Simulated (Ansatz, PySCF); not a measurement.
Isomers of C2H7N: 1 is CCN, 2 is CNC; one conformer of each (the lowest of an xTB search), B3LYP-D3(BJ)/def2-TZVP minima.
Isomer 1 (charge 0, multiplicity 1):
```tsv
atom	x (Å)	y (Å)	z (Å)
C	-1.0447	-0.1000	0.2543
C	0.3073	-0.4442	-0.3692
N	1.3880	0.5057	-0.1062
H	-1.4075	0.8644	-0.1106
H	-0.9670	-0.0381	1.3429
H	-1.7980	-0.8550	0.0138
H	0.2002	-0.5320	-1.4535
H	0.6356	-1.4253	-0.0160
H	1.1403	1.4283	-0.4470
H	1.5459	0.5963	0.8915
```
Isomer 2 (charge 0, multiplicity 1):
```xyz
10

C      1.1818    -0.2782     0.0955
N     -0.0302    -0.1429    -0.6951
C     -1.2020     0.1627     0.1085
H      1.4007     0.5963     0.7307
H      1.0908    -1.1463     0.7530
H      2.0352    -0.4477    -0.5622
H      0.0979     0.5707    -1.4014
H     -2.0665     0.3108    -0.5398
H     -1.4206    -0.6818     0.7667
H     -1.0870     1.0564     0.7443
```

No zero-point or thermal terms.

Cores are frozen in the correlated methods.

The values were computed with Ansatz (Gaussian orbitals); PySCF for the dispersion terms. Values without a source in brackets are computed.

| level | electronic energy of isomer 2 less that of isomer 1 (eV) |
|---|---|
| PBE-D3(BJ)/def2-TZVPP | 0.333 |
| PBE-D4/def2-TZVPP | 0.329 |
| BLYP-D3(BJ)/def2-TZVPP | (withheld) |
| B97M-V/def2-TZVPP | 0.347 |
| PBE0-D3(BJ)/def2-TZVPP | 0.342 |
| BHLYP-D4/def2-TZVPP | 0.324 |
| B2PLYP/def2-TZVPP | 0.333 |
| SCS-MP2/cc-pVTZ | 0.340 |
| CCSD/cc-pVTZ | 0.347 |

Task: Some entries are withheld; supply them.

Result: 
- BLYP-D3(BJ)/def2-TZVPP, electronic energy of isomer 2 less that of isomer 1 (eV): 0.314

Ansatz is a first-principles code.
